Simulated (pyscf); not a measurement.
Optimised with ωB97X-D3(BJ)/def2-SVP in PySCF. MP2 and CC: frozen core, UHF for open shells. ΔMP2 is the change of the MP2 total energy from the triple- to the quadruple-zeta basis.

Q: What is the homolytic dissociation enthalpy (298 K, CCSD(T)/def2-TZVPP + ΔMP2(QZVPP)) of the B–C bond of H₃C–CH₂–B=O (SMILES CCB=O), to •H₂C–CH₃ + [B=O]•?

A: B–C to •H₂C–CH₃ + [B=O]•: 4.72 eV. The radicals are drawn with the spin at the cut bond; how far it spreads was not checked. Other isomers of •H₂C–CH₃ were not searched in full and may lie lower. The CCSD(T) − MP2 part came from Ansatz, without density fitting, on the same reference.
